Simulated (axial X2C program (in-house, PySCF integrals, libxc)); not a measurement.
## Worked dissociation energy of AlO: BHandHLYP, scalar-relativistic

Computed with an in-house relativistic program for diatomic molecules. Spin-free means the one-electron spin-free X2C Hamiltonian. Basis: Al dyall-v3z [8s8p2d1f], O dyall-av3z [7s6p3d2f] (cores contracted in-house); Gaussian nuclei, density fitting, unrestricted open shells. Masses: Al 26.982 u, O 15.995 u.

Molecular state: M_S = 1/2, Λ = 0 (beyond evenly filled blocks: σα).

* E(Al) (2M_S = 1, M_L = 0): -242.816062 hartree
* E(O) (2M_S = 2, M_L = 0): -75.133719 hartree
* E(AlO) at Re: -318.110953 hartree
* ωe: 878.4 cm⁻¹
* ωexe: 7.1 cm⁻¹

Problem. Work out De and D0.

Solution. De = -242.816062 + (-75.133719) − (-318.110953) = 0.16117 hartree = 4.386 eV. The zero-point energy is ωe/2 − ωexe/4 = 437 cm⁻¹ = 0.054 eV, so D0 = 4.331 eV.

One determinant describes the state; a PBE0 search over occupations chose it and may have missed a lower one. Dissociation energies refer to the lowest single-determinant-based atoms at the same level and basis.

Each atomic determinant is the lowest at this level and need not be a pure term. Totals compare only within one Hamiltonian and basis.
